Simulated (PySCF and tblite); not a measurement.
Results of a calculation; reference values are marked as such.
# 1,4-dimethoxybenzene, C₈H₁₀O₂, numbered as in [CH3:1][O:2][c:3]1[cH:4][cH:5][c:6]([O:7][CH3:8])[cH:9][cH:10]1: conformational analysis

Conformers came from 90 starts (ETKDG and KDG, MMFF94s, GFN2-xTB); geometries are GFN2-xTB. Free energies are PBE0-D3(BJ)/pcSseg-1 single points with GFN2-xTB rigid-rotor and vibrational terms (modes under about 100 cm⁻¹ blended into free rotors). Symmetry numbers and mirror images are counted. Conformers within 3 kcal/mol (GFN2-xTB free energy) were kept, 8 at most. GIAO shieldings: PBE0/pcSseg-1. Couplings: B3LYP/6-31G* with pcJ-1 on H (gas phase; spin-dipole term only for pairs with B, N, F, Si or P). Couplings are for ¹H. H–H couplings come out 0.1 to 0.9 Hz lower than with pcJ-1 on all atoms. Shifts are against TMS (¹H), TMS (¹³C) at the same level. Programs: PySCF with density fitting and tblite.

Torsions listed: C1–O2–C3–C4, C5–C6–O7–C8.

```
conformer     shape  symmetry  E(GFN2) kcal/mol  E(DFT) kcal/mol  G(298.15 K) kcal/mol  weight %  dipole D
        1    0°, 0°       C2v              0.07             0.00                  0.00      60.9      2.45
        2  0°, 180°       C2h              0.00             0.22                  0.26      39.1      0.00
```

Weights (%) against temperature:

```
 T (K)     1     2  S(mix) cal/mol/K
   180  67.0  33.0              1.26
   230  63.7  36.3              1.30
298.15  60.9  39.1              1.33
   330  59.9  40.1              1.34
   400  58.4  41.6              1.35
```

Averaged shifts at 298.15 K. ¹H: 6.95 (H4/H5/H9/H10, 4H), 3.86 (H1/H8, 6H) ppm. ¹³C: 160.4 (C3/C6), 118.4 (C4/C5/C9/C10), 55.8 (C1/C8) ppm.

Averaged couplings (Hz): ²J(H1,H1) -11.2, ³J(H4,H5) 10.3.

Coordinates of conformer 1 (Å):

```xyz
20

C    -3.512    0.640    0.127
O    -2.760   -0.533    0.305
C    -1.400   -0.457    0.185
C    -0.685    0.694   -0.107
C     0.699    0.658   -0.207
C     1.389   -0.529   -0.016
O     2.746   -0.674   -0.093
C     3.524    0.459   -0.385
C     0.667   -1.688    0.280
C    -0.703   -1.652    0.379
H    -3.249    1.405    0.866
H    -4.552    0.349    0.269
H    -3.388    1.051   -0.881
H    -1.185    1.637   -0.264
H     1.219    1.576   -0.435
H     3.273    0.879   -1.365
H     3.413    1.233    0.382
H     4.556    0.113   -0.398
H     1.210   -2.607    0.428
H    -1.266   -2.543    0.608
```

Coordinates of conformer 2 (Å):

```xyz
20

C    -3.663    0.121    0.383
O    -2.691    0.050   -0.629
C    -1.374    0.029   -0.262
C    -0.908    0.073    1.048
C     0.450    0.045    1.300
C     1.374   -0.026    0.261
O     2.690   -0.048    0.628
C     3.663   -0.122   -0.384
C     0.907   -0.070   -1.048
C    -0.451   -0.043   -1.301
H    -4.624    0.126   -0.130
H    -3.565    1.039    0.973
H    -3.615   -0.745    1.051
H    -1.589    0.128    1.882
H     0.819    0.080    2.313
H     3.562   -1.039   -0.973
H     3.617    0.745   -1.051
H     4.623   -0.130    0.130
H     1.589   -0.126   -1.882
H    -0.819   -0.076   -2.314
```

Shifts are unscaled: against experiment ¹³C can be off by 15 ppm or more and ¹H by 0.8 ppm.

Search and properties took 3.2 min on 1 thread of Arm Neoverse V1, on a host shared with other jobs (rough), launched as `OMP_NUM_THREADS=1 python ens_run.py task.json out`.


Conformer gaps in pcSseg-1 on xTB geometries can be 2 kcal/mol off for S=O, P=O and other polar bonds.